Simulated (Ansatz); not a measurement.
Cuprite Ag2O, treated with LDA (Ansatz, an electronic-structure program, PAW).

Numerical settings: plane-wave cutoff 520 eV, 8×8×8 k mesh, Fermi–Dirac smearing 0.01 eV, no spin polarisation, scalar-relativistic PAW data made under PBE.

Pressure at four volumes; x = ln(V/16.607 Å³). One pressure is withheld.

```tsv
V (Å³/atom)	x	P (GPa)
15.611	-0.0618	?
15.943	-0.0408	4.74
16.607	0.0000	0.05
17.603	0.0582	-5.13
```

Pass a parabola P(x) through the three rows shown, estimate the bulk modulus and its pressure derivative near zero pressure, and predict the withheld pressure.

Slopes between the rows: (0.05 − (4.74))/(0.0000 − (-0.0408)) = -114.95 and (-5.13 − (0.05))/(0.0582 − (0.0000)) = -89.00 GPa. Their difference over the span 0.0990 is c = 25.95/0.0990 = 262.1 GPa, so P(x) = 4.74 + (-114.95)(x − (-0.0408)) + 262.1 (x − (-0.0408))(x − (0.0000)). At the middle row B = −dP/dx = −[-114.95 + 262.1 × 0.0408] = 104.3 GPa, and B′ = dB/dP = 2c/B = 5.0. At x = -0.0618 the parabola gives 7.49 GPa; the run gives 7.54 GPa. The Birch–Murnaghan fit to the energies at all volumes has B0 = 103 GPa and B′ = 5.1.
